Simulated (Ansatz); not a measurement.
# H8OSi2: the cost of one run

Computed with Ansatz 0.2.0, Gaussian basis. Level: r2SCAN-D4/cc-pVDZ.

### Step 1. Starting geometry

The start, a pair relaxed at PBE0-D4: SMILES `[SiH4].[SiH3]O`, 11 atoms, charge 0, spin multiplicity 1.

Atoms are counted from 1 here; the program's logs count them from 0.

Bond lengths: Si1–H2 1.485 Å, Si1–H3 1.483 Å, Si1–H4 1.486 Å, Si1–H5 1.485 Å, Si6–O7 1.648 Å, Si6–H8 1.488 Å, Si6–H9 1.482 Å, Si6–H10 1.489 Å, O7–H11 0.958 Å. Angles: H2–Si1–H3 109.9°, H2–Si1–H4 109.2°, H2–Si1–H5 109.3°, H3–Si1–H4 109.7°, H3–Si1–H5 109.7°, H4–Si1–H5 109.1°, O7–Si6–H8 111.8°, O7–Si6–H9 105.8°, O7–Si6–H10 111.6°, H8–Si6–H9 109.8°, H8–Si6–H10 108.1°, H9–Si6–H10 109.7°, Si6–O7–H11 117.9°.

Geometry (Å):

```mol
H8OSi2
  3D, bonds by distance, orders not assigned

 11  9  0  0  0  0  0  0  0  0999 V2000
   -0.0243   -0.0813   -2.2001 Si  0  0
   -0.0787   -1.2049   -1.2307 H   0  0
   -0.8442    1.0510   -1.7055 H   0  0
   -0.5484   -0.5426   -3.5117 H   0  0
    1.3857    0.3557   -2.3654 H   0  0
    0.4107    0.1025    1.8045 Si  0  0
   -1.1955    0.2826    1.4845 O   0  0
    0.8196   -1.3285    1.7918 H   0  0
    1.1217    0.8377    0.7326 H   0  0
    0.7734    0.6747    3.1302 H   0  0
   -1.8199   -0.1469    2.0697 H   0  0
  1  2  8  0
  1  3  8  0
  1  4  8  0
  1  5  8  0
  6  7  8  0
  6  8  8  0
  6  9  8  0
  6 10  8  0
  7 11  8  0
M  END
```

### Step 2. Dynamics

md/in.yaml

```yaml
crystal:
  periodic: [false, false, false]
  atoms:
    - {symbol: Si, position_ang: [-0.024270, -0.081261, -2.200050]}
    - {symbol: H, position_ang: [-0.078734, -1.204868, -1.230684]}
    - {symbol: H, position_ang: [-0.844151, 1.051033, -1.705488]}
    - {symbol: H, position_ang: [-0.548408, -0.542629, -3.511719]}
    - {symbol: H, position_ang: [1.385697, 0.355652, -2.365365]}
    - {symbol: Si, position_ang: [0.410656, 0.102519, 1.804454]}
    - {symbol: O, position_ang: [-1.195486, 0.282598, 1.484497]}
    - {symbol: H, position_ang: [0.819606, -1.328543, 1.791759]}
    - {symbol: H, position_ang: [1.121671, 0.837698, 0.732602]}
    - {symbol: H, position_ang: [0.773427, 0.674744, 3.130183]}
    - {symbol: H, position_ang: [-1.819909, -0.146943, 2.069710]}
basis:
  gaussian: {orbitals: cc-pVDZ}
hamiltonian: {xc: r2scan, dispersion: d4}
md: {n_steps: 80, timestep: 0.5, temperature: 1000, ensemble: nvt_nose_hoover, seed: 473, initial_velocities: maxwell_boltzmann}
```

Started as:

```
$ ansatz run in.yaml --threads 4 --pin off --events-out ev --progress --plain --max-ram 9574MiB
```

**Question.** How long does this run take on 4 threads of Arm Neoverse N1, shared host?

About 2.7 min.
